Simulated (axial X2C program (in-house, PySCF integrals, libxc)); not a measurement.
**Bond lengths and stretching modes, held linear, of SBS⁺**

Calculated with an in-house all-electron X2C program for linear molecules (integrals from PySCF): two-component X2C with atomic mean-field Coulomb and Gaunt terms, Gaussian nuclei, basis S dyall-av3z, B dyall-v3z with contracted cores. Spin-free rows use the one-electron spin-free X2C Hamiltonian.

Masses S 31.972, B 11.009, S 31.972 u. States: 2c Ω = 1 (beyond evenly filled blocks: ω = -1/2, ω = 3/2); spin-free M_S = 1, Λ = 0 (beyond evenly filled blocks: π+α, π-α).

HF, 2c: energies above the lowest point

```csv
r(S–B) (Å),r(B–S) (Å),E (meV)
1.6292,1.6292,63.65
1.6292,1.6710,23.65
1.6292,1.7128,30.76
1.6710,1.6292,23.65
1.6710,1.6710,0.00
1.6710,1.7128,22.87
1.6710,1.7546,82.45
1.7128,1.6292,30.76
1.7128,1.6710,22.87
1.7128,1.7128,60.96
1.7546,1.6710,82.45
1.7546,1.7546,223.55
```

Task: Fit a quadratic surface with cubic terms in each bond: where is the minimum, and what are the two stretching wavenumbers?

Result: At HF, 2c: bonds 1.670 and 1.670 Å; harmonic stretches 547.1 and 1015.7 cm⁻¹; force constants 4.25, 4.25 and coupling 1.39 mdyn/Å.

The other levels and Hamiltonians give:

| Hamiltonian | level | r(S–B) (Å) | r(B–S) (Å) | lower stretch (cm⁻¹) | upper stretch (cm⁻¹) |
| --- | --- | --- | --- | --- | --- |
| 2c | PBE0 | 1.669 | 1.669 | 541.9 | 1151.1 |
| 2c | BHandHLYP | 1.659 | 1.659 | 551.0 | 1124.5 |
| 2c | MP2 | 1.660 | 1.660 | 553.8 | 963.1 |
| spin-free | PBE0 | 1.669 | 1.669 | 542.0 | 1151.1 |
| spin-free | HF | 1.670 | 1.670 | 547.2 | 1014.6 |
| spin-free | BHandHLYP | 1.659 | 1.659 | 551.2 | 1124.7 |
| spin-free | MP2 | 1.660 | 1.660 | 554.4 | 967.5 |

Each state is one determinant, the lowest of a limited PBE0 search; the stretches come from a fit to these few points and carry an uncertainty of a few per cent. Other orders of the atoms were not compared. MP2 freezes inner shells (threshold -2 hartree). The molecule was held linear; bending was not examined, so a bent shape may lie lower. Open-shell Ω = 0 determinants with evenly filled partner blocks cannot be reached by this program, so the Ω shown need not be the lowest component. Note: several unpaired electrons, one determinant need not be a pure state.
